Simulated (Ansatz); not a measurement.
A search over several starts for the lowest SCF solution of BMe2H (C₂H₇B) at the given spin, in a small basis.

```yaml
crystal:
  periodic: [false, false, false]
  atoms:
    - {symbol: B, position_ang: [-0.287171, -0.490185, -0.015133]}
    - {symbol: C, position_ang: [1.273088, -0.552682, -0.001273]}
    - {symbol: C, position_ang: [-1.100686, 0.842742, 0.006376]}
    - {symbol: H, position_ang: [1.549880, -0.817431, 1.040397]}
    - {symbol: H, position_ang: [1.784092, 0.393560, -0.232002]}
    - {symbol: H, position_ang: [1.692370, -1.364040, -0.615354]}
    - {symbol: H, position_ang: [-1.478154, 0.981900, -1.027692]}
    - {symbol: H, position_ang: [-0.523234, 1.744174, 0.258423]}
    - {symbol: H, position_ang: [-2.008443, 0.795219, 0.627397]}
    - {symbol: H, position_ang: [-0.901743, -1.533247, -0.041138]}
basis:
  gaussian: {orbitals: def2-SVP, initial_orbitals: start.molden}
hamiltonian: {xc: pbe0, dispersion: d4}
output: {orbitals: {seedname: orbitals}}
```

The file start.molden holds the orbitals of an earlier run on this structure, at another level or in another basis.

```sh
$ ansatz run in.yaml --threads 2 --pin off --events-out ev --progress --plain --max-ram 4352MiB
```

Shortened log:

```
Functional definition: PBE0
876 factors; their error is unknown
mean field evaluation 1: about -2858.5764 eV, gradient 6.4e0 eV
mean field evaluation 2: about -2858.6658 eV, gradient 8.6e-2 eV
mean field evaluation 4: about -2858.6591 eV, gradient 8.7e-5 eV
mean field evaluation 8: about -2851.9747 eV, gradient 5.2e1 eV
mean field evaluation 16: about -2858.6591 eV, gradient 2.1e-2 eV
mean field -2858.65909508 eV, -105.0537840756 hartree, gradient 6.9e-6 eV, S^2 0.000000; 1 other end points of the search recorded, 0 dependent functions left out
reference -2858.65911946 eV, -105.0537849714 hartree; 12, 12 occupied and 65, 65 virtual orbitals, 876 factors
Total energy: -2858.76005429 eV, -105.0574942581 hartree
```

Run time 1.1 s (2 threads of Arm Neoverse V1 on a shared host).
